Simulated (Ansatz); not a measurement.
# A relaxation, step by step

BPH6O, closed shell, PBE0-D4/def2-SVP (Ansatz 0.2.0). Settings:

```yaml
hamiltonian: {xc: pbe0, dispersion: d4}
relax: {f_tol: 0.03, max_steps: 60, escape_saddle: false}
```

Start, the saddle point found with PBE0-D4 in triple zeta (not stationary at another level):

```xyz
9
angstrom
B -0.8255 -0.3734 0.1324
O -0.7981 0.5724 -1.0906
H -0.8378 -1.5389 -0.1538
H -1.5710 0.0241 0.9801
H 0.2730 0.5043 -0.3514
P 1.0393 -0.1406 1.0474
H -0.6366 0.0628 -1.8909
H 1.2891 1.2424 1.2344
H 2.0676 -0.3532 0.0926
```

```
               step  energy less the last (meV)  largest force component (eV/Å)
                  1                       908.3                           0.283
                  2                       902.5                           0.098
                  3                       900.9                           0.112
                  4                       894.3                           0.328
                  5                       870.0                           0.660
                  6                       786.6                           1.196
                  7                       609.9                           1.623
                  8                       391.8                           2.421
                  9                       135.8                           1.590
                 10                        59.9                           0.728
11 (rejected trial)                       111.3                           1.053
                 12                        22.9                           0.191
                 13                        15.9                           0.076
                 14                        11.3                           0.150
15 (rejected trial)                        30.9                           0.980
                 16                         7.2                           0.031
                 17                         6.6                           0.367
                 18                         5.1                           0.193
                 19                         0.3                           0.013
                 20                         0.1                           0.068
                 21                         0.0                           0.032
                 22                         0.0                           0.001
```

Step 14, positions (Å) and forces (eV/Å):

| atom | x | y | z | Fx | Fy | Fz |
| --- | --- | --- | --- | --- | --- | --- |
| B1 | -0.679 | -0.447 | 0.338 | -0.017 | 0.010 | -0.048 |
| O2 | -0.692 | 0.487 | -1.064 | -0.150 | -0.060 | 0.130 |
| H3 | -0.903 | -1.564 | -0.090 | -0.007 | 0.013 | 0.003 |
| H4 | -1.564 | 0.039 | 1.011 | 0.003 | 0.003 | 0.005 |
| H5 | -0.089 | 1.226 | -0.906 | 0.073 | 0.122 | 0.028 |
| P6 | 1.065 | -0.312 | 1.201 | 0.017 | 0.004 | -0.003 |
| H7 | -0.289 | -0.036 | -1.768 | 0.088 | -0.087 | -0.111 |
| H8 | 1.223 | 1.114 | 1.206 | -0.002 | 0.001 | -0.003 |
| H9 | 1.927 | -0.507 | 0.072 | -0.005 | -0.006 | -0.001 |

Step 18, positions (Å) and forces (eV/Å):

```
atom       x       y       z      Fx      Fy      Fz
  B1  -0.679  -0.464   0.344  -0.009   0.193  -0.056
  O2  -0.683   0.434  -1.074   0.004  -0.068  -0.123
  H3  -0.938  -1.585  -0.048   0.009   0.018  -0.009
  H4  -1.554   0.084   0.983  -0.003  -0.053   0.074
  H5  -0.335   1.322  -0.898  -0.017  -0.057   0.094
  P6   1.074  -0.329   1.193   0.010  -0.007   0.010
  H7  -0.051   0.025  -1.684   0.004  -0.001   0.003
  H8   1.256   1.093   1.129  -0.010  -0.004   0.009
  H9   1.909  -0.581   0.054   0.013  -0.021  -0.003
```

Step 20, positions (Å) and forces (eV/Å):

```tsv
atom	x	y	z	Fx	Fy	Fz
B1	-0.685	-0.452	0.333	0.011	-0.009	-0.006
O2	-0.686	0.416	-1.092	0.055	0.043	-0.019
H3	-0.939	-1.580	-0.039	-0.001	-0.002	0.004
H4	-1.556	0.088	0.984	0.001	0.005	-0.004
H5	-0.411	1.322	-0.878	-0.016	-0.068	-0.019
P6	1.069	-0.325	1.184	0.002	0.003	0.000
H7	0.021	0.055	-1.651	-0.045	0.030	0.043
H8	1.277	1.093	1.101	0.001	-0.008	-0.002
H9	1.910	-0.616	0.058	-0.008	0.005	0.005
```

Last step (22):

```json
{"atom": "B1", "x (Å)": "-0.6840", "y (Å)": "-0.4526", "z (Å)": "0.3326"}
{"atom": "O2", "x (Å)": "-0.6854", "y (Å)": "0.4142", "z (Å)": "-1.0934"}
{"atom": "H3", "x (Å)": "-0.9406", "y (Å)": "-1.5813", "z (Å)": "-0.0365"}
{"atom": "H4", "x (Å)": "-1.5552", "y (Å)": "0.0910", "z (Å)": "0.9818"}
{"atom": "H5", "x (Å)": "-0.4185", "y (Å)": "1.3210", "z (Å)": "-0.8784"}
{"atom": "P6", "x (Å)": "1.0694", "y (Å)": "-0.3260", "z (Å)": "1.1838"}
{"atom": "H7", "x (Å)": "0.0272", "y (Å)": "0.0590", "z (Å)": "-1.6462"}
{"atom": "H8", "x (Å)": "1.2783", "y (Å)": "1.0913", "z (Å)": "1.0998"}
{"atom": "H9", "x (Å)": "1.9088", "y (Å)": "-0.6168", "z (Å)": "0.0567"}
```

Hardware: 2 CPU threads of an Arm Neoverse V1, shared host. Wall time about 34 s.
